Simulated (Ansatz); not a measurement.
We consider hcp Be, described by LDA (Ansatz, a program for electronic structure, PAW).

Settings: plane-wave cutoff 520 eV, 30×30×16 k mesh (along the axes of the cell as run), Fermi–Dirac smearing 0.05 eV, scalar-relativistic PAW data made under PBE.

Response to compression and expansion:

Shape and atoms are relaxed at each volume.

| V (Å³/atom) | P (GPa) | c (Å) | a (Å) |
|---|---|---|---|
| 7.247 | 5.74 | 3.468 | 2.197 |
| 7.398 | 2.75 | 3.490 | 2.213 |
| 7.549 | 0.01 | 3.511 | 2.228 |
| 7.700 | -2.51 | 3.533 | 2.244 |
| 7.851 | -4.82 | 3.553 | 2.259 |

Note: the bulk modulus comes from volumes at which shape and atoms were relaxed.
